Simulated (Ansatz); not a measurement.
Results of HSE06-D3(BJ) in Ansatz (PAW) for zinc-blende HgS (metastable phase).

Run with plane-wave cutoff 460 eV, 8×8×8 k mesh, Fermi–Dirac smearing 0.01 eV, scalar-relativistic PAW data made under PBE.

Pressure at four volumes; x = ln(V/24.871 Å³). One pressure is withheld.

| V (Å³/atom) | x | P (GPa) |
|---|---|---|
| 23.628 | -0.0513 | ? |
| 24.249 | -0.0253 | 1.99 |
| 24.871 | 0.0000 | 0.17 |
| 26.115 | 0.0488 | -2.77 |

Q: Pass a parabola P(x) through the three rows shown, estimate the bulk modulus and its pressure derivative near zero pressure, and predict the withheld pressure.

A: Slopes between the rows: (0.17 − (1.99))/(0.0000 − (-0.0253)) = -71.94 and (-2.77 − (0.17))/(0.0488 − (0.0000)) = -60.25 GPa. Their difference over the span 0.0741 is c = 11.69/0.0741 = 157.8 GPa, so P(x) = 1.99 + (-71.94)(x − (-0.0253)) + 157.8 (x − (-0.0253))(x − (0.0000)). At the middle row B = −dP/dx = −[-71.94 + 157.8 × 0.0253] = 67.9 GPa, and B′ = dB/dP = 2c/B = 4.6. At x = -0.0513 the parabola gives 4.07 GPa; the run gives 4.09 GPa. The Birch–Murnaghan fit to the energies at all volumes has B0 = 66.9 GPa and B′ = 4.7.

Spin–orbit coupling is not included; it can shift volumes and moduli of such heavy elements.

Ansatz is a quantum-chemistry and plane-wave program.
